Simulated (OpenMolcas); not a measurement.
# How methods differ on BNH4 (BH2(NH2))

The species is BNH4 (6 atoms), meant as a singlet with charge 0. As SMILES, `[H]B([H])N`. The shape is that of a GFN2-xTB optimisation.

```
atom    x (Å)    y (Å)    z (Å)
   B   0.3419   0.5951   0.0037
   H   1.3301   0.6743   0.6274
   H  -0.0786   1.4968  -0.6141
   N  -0.3454  -0.5987  -0.0039
   H  -1.1993  -0.7506  -0.5151
   H  -0.0488  -1.4170   0.5020
```

Quantity: the energy change with the N4–H5 bond stretched from 1.007 to 1.510 Å, in eV. The values are calculated.

| level | kind | program | value (eV) | less FCI/STO-3G |
| --- | --- | --- | --- | --- |
| HF/STO-3G (restricted) | Hartree–Fock | OpenMolcas | 3.39 | +1.06 |
| SVWN5/STO-3G (restricted) | LDA | OpenMolcas | 2.38 | +0.05 |
| PBE/STO-3G (restricted) | GGA | OpenMolcas | 2.28 | -0.05 |
| M06-2X/STO-3G (restricted) | hybrid meta-GGA | OpenMolcas | 2.72 | +0.39 |
| B2PLYP/STO-3G (restricted) | double hybrid | OpenMolcas | 2.61 | +0.28 |
| MP2/STO-3G (restricted) | perturbation theory | OpenMolcas | 2.69 | +0.36 |
| CCSD(T)/STO-3G (restricted) | coupled cluster or CI | OpenMolcas | 2.34 | +0.01 |
| FCI/STO-3G | exact in the basis | OpenMolcas | 2.33 | 0.00 |

FCI/STO-3G is exact within its basis and frozen core, so for wave-function methods in that basis the difference is their error; functionals converge differently with the basis, so for them it is only a difference. Spin-restricted single references rise too steeply as a bond breaks, Hartree–Fock most of all. The first shape isn't each level's own minimum. The values span 2.28 to 3.39 eV. All rows use very small basis sets, so even the best lies far from the true value.
